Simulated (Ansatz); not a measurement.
Elements on the sites of an ideal hcp lattice, at a guessed lattice constant:

```
CELL_PARAMETERS angstrom
2.77586 -4.80792 0.00000
2.77586 4.80792 0.00000
0.00000 0.00000 8.88274
ATOMIC_POSITIONS crystal
Rh 0.33333 0.66667 0.12500
Rh 0.83333 0.66667 0.12500
Rh 0.16667 0.33333 0.37500
Ag 0.33333 0.66667 0.62500
Ag 0.66667 0.83333 0.37500
Ir 0.33333 0.16667 0.12500
Ir 0.33333 0.16667 0.62500
Ir 0.83333 0.16667 0.12500
Ir 0.83333 0.16667 0.62500
Ir 0.83333 0.66667 0.62500
Ir 0.66667 0.33333 0.37500
Ir 0.66667 0.33333 0.87500
Ir 0.16667 0.33333 0.87500
Ir 0.66667 0.83333 0.87500
Ir 0.16667 0.83333 0.37500
Ir 0.16667 0.83333 0.87500
```

Cell and atoms were relaxed without symmetry on coarser meshes and computed once more. Theory: Ansatz 0.2.0, DFT PBE, scalar-relativistic, plane waves, PAW.

Cutoff 420 eV; k points 7×7×4 on the computed 16-atom cell (Γ-centred); Gaussian smearing, width 0.10 eV; no spin polarisation.

The relaxation ran on 3×3×2 (shifted) k points with a smearing of 0.1 eV, from sites shaken by 0.02 Å.

What does the relaxation give?

A volume of 14.80 Å³/atom and no gap on the mesh. It lies 0.19 eV/atom above the elements' standard states (static lattices, no corrections for gases). The atoms leave their sites by 0.05 Å (root mean square) and 0.08 Å at most, and the cell stretches by up to 0.9 % at fixed volume.

```xyz
16
Lattice="2.7689 -4.8229 0.0278 2.7911 4.8357 -0.0100 0.0284 -0.0349 8.8205" Properties=species:S:1:pos:R:3 pbc="T T T"
Rh    2.7669    1.6465    1.0469
Rh    4.1513   -0.8184    1.0855
Rh    1.3638    0.7967    3.2538
Ag    2.8158    1.5704    5.4901
Ag    4.1642    0.8237    3.2919
Ir    1.4078   -0.8084    1.1255
Ir    1.4006   -0.8347    5.4900
Ir    2.8032   -3.1538    1.0697
Ir    2.8229   -3.2136    5.5957
Ir    4.1858   -0.8584    5.5672
Ir    2.7813   -1.6056    3.3459
Ir    2.7849   -1.6074    7.7152
Ir    1.4143    0.7416    7.7574
Ir    4.2172    0.7749    7.7639
Ir    2.8000    3.2697    3.2618
Ir    2.8480    3.2282    7.7404
```

The final mesh leaves forces up to 0.20 eV/Å and stresses up to 2.0 GPa: the relaxation ran on a coarser mesh, so the cell's shape, its bonds and its energy belong partly to that mesh.

Spin-orbit coupling is left out, which matters for the bands of heavy elements.

Cost: 2 runs of about 3.9 core-minutes in all (earlier runs that led there not counted), on AMD EPYC 9R45 (Zen 5) (shared hosts).